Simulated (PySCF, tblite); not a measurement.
Isomers of C4H9S (doublet state), one GFN2-xTB conformer each. Single-point energies are computed at B3LYP/pcH-1 (PySCF, gas phase, no added dispersion term), electronic only. GFN2-xTB treats the open shell by occupation alone, and not every SCF solution was tested for stability.

Question: Rank them by B3LYP/pcH-1 energy, lowest first (kcal/mol).
A. `[CH3:1][CH:2][S:3][CH2:4][CH3:5]` (doublet state) with C1–C2–S3–C4 48°, C2–S3–C4–C5 62°
B. `[CH3:1][S:2][C:3]([CH3:4])[CH3:5]` (doublet state) with C1–S2–C3–C4 -47°

Answer: B (0.0), A (2.2).

Neighbours under 5.0 kcal/mol apart (CS[C](C)C and C[CH]SCC) can change places with a better method, another conformer or zero-point energy. GFN2-xTB itself gives, in the same order: 0.0, 2.3. Both levels put the same isomer lowest.

What happens when harmonic zero-point energies from GFN2-xTB frequencies are added?

```csv
SMILES,ZPE (kcal/mol),electronic (kcal/mol),with ZPE (kcal/mol)
CS[C](C)C,73.0,0.0,0.0
C[CH]SCC,73.4,2.2,2.6
```

The zero-point energies span 0.4 kcal/mol. The order is unchanged.
